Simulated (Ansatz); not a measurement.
## Relative stability

Two relaxed structures of LiAlH2O, closed shell (PBE0-D4/def2-TZVP; forces vanish, vibrations not checked).

A:

| atom | x (Å) | y (Å) | z (Å) |
| --- | --- | --- | --- |
| Li1 | -1.6446 | -0.5015 | 0.4694 |
| O2 | -0.0126 | -0.4983 | 1.0766 |
| Al3 | 0.7328 | -0.2772 | -0.6167 |
| H4 | -1.0349 | -0.2985 | -1.1129 |
| H5 | 0.5860 | -0.5556 | 1.8196 |

B:

```xyz
5
angstrom
Li -1.4542 -0.2923 2.1692
O -0.5561 -0.1122 0.8304
Al 0.3628 0.0732 -0.5417
H 0.2300 -0.9357 -1.7755
H 1.4175 1.2671 -0.6825
```

Program: Ansatz 0.2.0. Basis: def2-TZVPP. Cores are frozen in the correlated methods. The outer core shell of Li, Na, Mg and K is correlated. B3LYP uses VWN-RPA correlation.

(1) Which structure is lower at CCSD(T), and by how much? (Judge from chemistry; the value comes from the calculation.)

The T1 diagnostic stays at or below 0.015. The restricted Hartree–Fock reference is unstable towards an unrestricted one at one or more of these structures.

## Answers

(1) By the calculation: B, by 11.21 kcal/mol (electronic energy, against the other). By their contacts, A is LiAlH₂O ([H]1[Li]2[OH][Al]12) and B is LiAlH₂O ([Li][O][AlH2]).

All methods give the same order:

```tsv
method	E(B) − E(A) (kcal/mol)
PBE-D4	-9.15
r2SCAN-D4	-13.84
PBE0-D4	-9.38
B3LYP-D4	-12.28
wB97M-V	-10.72
HF	-13.30
MP2	-15.85
CCSD	-11.09
CCSD(T)	-11.21
```

Labels in which every atom is bracketed show which atoms are joined, not bond orders.

For scale, one of the runs: CCSD(T)/def2-TZVPP, 120 basis functions, launched by `ansatz run in.yaml --threads 2 --pin off --events-out ev --progress --plain --max-ram 4352MiB`. The run took about 3.1 s on 2 CPU threads of an Arm Neoverse V2 (shared host).
